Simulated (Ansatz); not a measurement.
# H4O2Si: the cost of one run

Program: Ansatz 0.2.0. Level of theory: RKS revPBE/6-31G*. These are calculated values, not measurements.

### Step 1. The starting structure

Bond lengths: Si1–H2 1.460 Å, Si1–H3 1.460 Å, Si1–O4 1.679 Å, O4–H5 1.010 Å, Si1–O6 1.679 Å, O6–H7 1.010 Å. Angles: H2–Si1–H3 109.5°, H2–Si1–O4 109.5°, H2–Si1–O6 109.5°, H3–Si1–O4 109.5°, H3–Si1–O6 109.5°, O4–Si1–O6 109.5°, Si1–O4–H5 109.5°, Si1–O6–H7 109.5°.

Coordinates:

```xyz
7

Si    0.0000    0.0000    0.0000
H     0.0000    0.0000    1.4600
H     1.3768    0.0000   -0.4862
O    -0.7913    1.3709   -0.5594
H    -1.7491    1.1401   -0.7818
O    -0.7913   -1.3709   -0.5594
H    -1.2459   -1.8365    0.2129
```

### Step 2. Preparing the start

The input, input.yaml:

```yaml
crystal:
  periodic: [false, false, false]
  atoms:
    - { symbol: Si, position_ang: [0.0, 0.0, 0.0] }
    - { symbol: H, position_ang: [0.0, 0.0, 1.46] }
    - { symbol: H, position_ang: [1.3768, 0.0, -0.4862] }
    - { symbol: O, position_ang: [-0.7913, 1.3709, -0.5594] }
    - { symbol: H, position_ang: [-1.7491, 1.1401, -0.7818] }
    - { symbol: O, position_ang: [-0.7913, -1.3709, -0.5594] }
    - { symbol: H, position_ang: [-1.2459, -1.8365, 0.2129] }
basis:
  gaussian: { orbitals: "6-31G*" }
hamiltonian:
  xc: revpbe
relax:
  f_tol: 0.02
  max_steps: 40
```

Run with:

```console
> ansatz run input.yaml --threads 1 --pin off --max-ram 2048MiB --backend cpu --events-out ev --progress --plain --runs-dir out
```

Q: Estimate wall time and peak memory on 1 thread of Arm Neoverse V2, shared host.

About 12 s, with a peak of 0.095 GiB.
